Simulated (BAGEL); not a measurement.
# A workflow on BH2ClO (SMILES OBCl)

Aim: a single-point energy (HF/6-31G*), then the energy (NEVPT2(2,2)/6-31G*), then the energy (CASPT2(2,2)/6-31G*) of BH2ClO. 

The results are computed with BAGEL 1.2.2.

2 further runs of the same task are left out: 2 set aside as unsound or not needed.

## 1. The structure to begin with

The species is BH2ClO (5 atoms), meant as a singlet with charge 0. As SMILES, `OBCl`. The B2–Cl3 distance was set to 2.384 Å, away from the relaxed value.

Bond lengths: O1–B2 1.340 Å, O1–H4 0.963 Å, B2–H5 1.189 Å. Angles: O1–B2–H5 119.8°, B2–O1–H4 113.9°. A long bond or contact: B2–Cl3 2.384 Å.

## 2. A single-point energy at HF/6-31G(d) (density fitting with svp-jkfit, spherical functions) (run 1)

The input, input.json:

```json
{ "bagel" : [

{
  "title" : "molecule",
  "basis" : "6-31gs.json",
  "df_basis" : "svp-jkfit",
  "angstrom" : true,
  "geometry" : [
    { "atom" : "O", "xyz" : [      -1.006671,      -1.190264,       0.183734 ] },
    { "atom" : "B", "xyz" : [       0.235629,      -0.708864,       0.324534 ] },
    { "atom" : "Cl", "xyz" : [       0.788600,       1.496000,      -0.395300 ] },
    { "atom" : "H", "xyz" : [      -1.621071,      -0.570464,      -0.223066 ] },
    { "atom" : "H", "xyz" : [       1.079929,      -1.386764,       0.815234 ] }
  ]
},

{ "title" : "hf" },

{ "title" : "print", "file" : "orbitals.molden", "orbitals" : true }

]}
```

The basis set 6-31G* is read from a file made from the Basis Set Exchange's data (not shown).

Launch:

```sh
$ BAGEL_NUM_THREADS=1 BAGEL input.json > input.out
```

Log:

```text
* using 1 threads per process

  ===============================================================
  ===============================================================

  *** Geometry ***

  { "atom" : "O", "xyz" : [     -1.902332,     -2.249273,      0.347207 ] },
  { "atom" : "B", "xyz" : [      0.445274,     -1.339559,      0.613280 ] },
  { "atom" : "Cl", "xyz" : [      1.490238,      2.827030,     -0.747009 ] },
  { "atom" : "H", "xyz" : [     -3.063380,     -1.078021,     -0.421534 ] },
  { "atom" : "H", "xyz" : [      2.040770,     -2.620604,      1.540569 ] },

  Number of auxiliary basis functions:      316

  Since a DF basis is specified, we compute 2- and 3-index integrals:
    o Being stored without compression. Storage requirement is 0.006 GB

  Number of basis functions:       50
  Number of electrons      :       32

    * METHOD: MOLECULE                             0.08

  *** RHF ***

  === Nuclear Repulsion ===
    72.3794938968

      * DIIS with orbital gradients will be used.

  === RHF iteration (6-31gs.json) ===
      0       -560.05169068          0.02792278           0.01
      1       -560.15986219          0.01800632           0.01
      2       -560.21264688          0.00225528           0.01
[... 10 lines of this table left out ...]
     13       -560.21443130          0.00000001           0.01
    * SCF iteration converged.

    * Permanent dipole moment:
           (    0.805557,     1.182541,    -0.250928) a.u.

    * METHOD: HF                                   0.26

    * METHOD: PRINT                                0.01

  ===============================================================
```

Wall time 0.46 s (1 thread of Arm Neoverse V1, shared host); peak memory 0.14 GiB.

## 3. The energy at NEVPT2(2,2)/6-31G(d) (density fitting with svp-jkfit, spherical functions) (run 2)

The input, calc.json:

```json
{ "bagel" : [

{
  "title" : "molecule",
  "basis" : "6-31gs.json",
  "df_basis" : "svp-jkfit",
  "angstrom" : true,
  "geometry" : [
    { "atom" : "O", "xyz" : [   -1.006671,   -1.190264,    0.183734 ] },
    { "atom" : "B", "xyz" : [    0.235629,   -0.708864,    0.324534 ] },
    { "atom" : "Cl", "xyz" : [    0.788600,    1.496000,   -0.395300 ] },
    { "atom" : "H", "xyz" : [   -1.621071,   -0.570464,   -0.223066 ] },
    { "atom" : "H", "xyz" : [    1.079929,   -1.386764,    0.815234 ] }
  ]
},
{
  "title" : "hf"
},
{
  "title" : "casscf",
  "nstate" : 1,
  "nact" : 2,
  "nclosed" : 15,
  "active" : [14, 17],
  "maxiter" : 200,
  "natocc" : true
},
{
  "title" : "nevpt2",
  "nstate" : 1,
  "nact" : 2,
  "nclosed" : 15,
  "active" : [14, 17],
  "maxiter" : 200,
  "natocc" : true,
  "ncore" : 7
},
{
  "title" : "print",
  "file" : "orbitals.molden",
  "orbitals" : true
}

]}
```

The basis set 6-31G* is read from a file made from the Basis Set Exchange's data (not shown).

Launch:

```sh
$ BAGEL_NUM_THREADS=1 BAGEL calc.json > calc.out
```

Log:

```text
* using 1 threads per process

  ===============================================================
  ===============================================================

  *** Geometry ***

[... 29 lines left out ...]
    * SCF iteration converged.
[... 1 line left out ...]
    * Permanent dipole moment:
[... 27 lines left out ...]
    * Second-order optimization converged. *
[... 9 lines left out ...]
     * ci vector, state   0, <S^2> = 0.0000
[... 3 lines left out ...]
    * METHOD: CASSCF                               0.99

    * freezing 7 orbitals

  === DF-NEVPT2 calculation ===

    * 3-index integral transformation done
    * assembly done

      NEVPT2 correlation energy:   -0.3615563056      0.04

          (+0)     -0.2789727819
          (+0)'    -0.0231632681
          (+1)     -0.0179262575
          (+1)'    -0.0000000000
          (+2)     -0.0008976355
          (-1)     -0.0364094939
          (-1)'     0.0000000000
          (-2)     -0.0041868686

      NEVPT2 total energy:       -560.5949746161

    * METHOD: NEVPT2                               0.06

    * METHOD: PRINT                                0.01

  ===============================================================
```

It took 1.5 s on 1 thread of Arm Neoverse V1, shared host; peak memory 0.14 GiB.

## 4. A single-point energy at CASPT2(2,2)/6-31G(d) (density fitting with svp-jkfit, spherical functions) (run 3)

The input, calc.json:

```json
{ "bagel": [

{
  "title": "molecule",
  "basis": "6-31gs.json",
  "df_basis": "svp-jkfit",
  "angstrom": true,
  "geometry": [
    { "atom": "O", "xyz": [   -1.006671,   -1.190264,    0.183734 ] },
    { "atom": "B", "xyz": [    0.235629,   -0.708864,    0.324534 ] },
    { "atom": "Cl", "xyz": [    0.788600,    1.496000,   -0.395300 ] },
    { "atom": "H", "xyz": [   -1.621071,   -0.570464,   -0.223066 ] },
    { "atom": "H", "xyz": [    1.079929,   -1.386764,    0.815234 ] }
  ]
},
{ "title": "hf", "charge": 0 },
{
  "title": "casscf",
  "nstate": 1,
  "nact": 2,
  "nclosed": 15,
  "charge": 0,
  "nspin": 0,
  "active": [14, 17],
  "maxiter": 200,
  "natocc": true
},
{ "title": "print", "file": "orbitals.molden", "orbitals": true },
{ "title": "smith", "method": "caspt2", "ms": true, "xms": true, "sssr": true, "shift": 0.2, "shift_imag": true, "ncore": 7 }

]}
```

The basis set 6-31G* is read from a file made from the Basis Set Exchange's data (not shown).

Launch:

```sh
$ BAGEL_NUM_THREADS=1 BAGEL calc.json > calc.out
```

Log:

```text
* using 1 threads per process

  ===============================================================
  ===============================================================

  *** Geometry ***

[... 31 lines left out ...]
    * Permanent dipole moment:
[... 37 lines left out ...]
     * ci vector, state   0, <S^2> = 0.0000
[... 21 lines left out ...]
       #      aibj      arbs      arbi      airj      risj      airs      arst      rist         Etot      error   time
[... 8 lines left out ...]
      ------------------------------------------------------------------------------------------------------------------

    * CASPT2 energy : state  0     -560.5958893486
        w/o shift correction       -560.5941584077
        reference weight              0.8954507457

    * METHOD: SMITH                                0.13

  ===============================================================
```

Wall time 1.6 s (1 thread of Arm Neoverse V1, shared host); peak memory 0.14 GiB.

## 5. Outcome

| quantity | value |
| --- | --- |
| run 1, HF/6-31G*: total energy | -560.21443 Eh |
| run 1, HF/6-31G*: dipole moment | 3.69 D |
| run 1, HF/6-31G*: HOMO energy | -11.48 eV |
| run 1, HF/6-31G*: LUMO energy | 2.45 eV |
| run 1, HF/6-31G*: HOMO–LUMO gap | 13.93 eV |
| run 2, NEVPT2(2,2)/6-31G*: total energy | -560.59497 Eh |
| run 3, CASPT2(2,2)/6-31G*: total energy | -560.59589 Eh |
